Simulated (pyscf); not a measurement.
•O–SiH(OH)–OH (SMILES [O][SiH](O)O) + H₂ (SMILES [H][H]) → O=SiH–OH (SMILES O=[SiH]O) + H₂O (SMILES O) + H• (SMILES [H]), a concerted fragmentation (doublet surface; O–Si, H–H broken, H–O formed). Single points on ωB97X-D3(BJ)/def2-SVP structures (PySCF, gas phase). Energies in kcal/mol from the separated reactants.

Small-basis levels: PySCF, no dispersion term, spherical d functions. Open shells are spin-unrestricted. 

### Question
In single points HF/STO-3G puts the saddle at 78.5 kcal/mol and the reaction energy at +126.0 kcal/mol. Should these be trusted to within a few kcal/mol? Compare with ωB97M-D3(BJ)/def2-TZVP.

### Answer
ωB97M-D3(BJ)/def2-TZVP gives ΔE‡ = 43.7 kcal/mol and ΔE = +50.7 kcal/mol. HF/STO-3G lies 34.9 kcal/mol over it in the barrier and 75.3 kcal/mol over it in the reaction energy, so on this step it does not hold to within 3.0 kcal/mol. ωB97M-D3(BJ)/def2-TZVP has limits of its own. On the product side the descent ends in an adduct with a O–Si contact, 21.2 kcal/mol under the separated species and 13.6 kcal/mol under the saddle at ωB97X-D3(BJ)/def2-TZVP. At ωB97M-D3(BJ) the saddle lies under the separated products, which points to a path from their complex (located at ωB97X-D3(BJ) alone), and parting the products costs more than the saddle. What is counted as broken (O–Si) persists as a longer contact in the product adduct; parting that adduct is a step of its own. The same reactants have a lower exit, to O=Si(OH)–OH + H• + H₂ (no saddle counted: cutting one bond, which may have a small barrier of its own, costs +27.9 kcal/mol at ωB97M-D3(BJ)/def2-TZVP, against +43.7 kcal/mol here). •O–SiH(OH)–OH lies 22.1 kcal/mol over its isomer HO–Si•(OH)–OH (electronic energy, ωB97M-D3(BJ)/def2-TZVP). O=SiH–OH lies 9.8 kcal/mol over its isomer HO–Si:–OH [singlet] (electronic energy, ωB97M-D3(BJ)/def2-TZVP). This is the saddle that the search found; another between the same sides may lie lower.
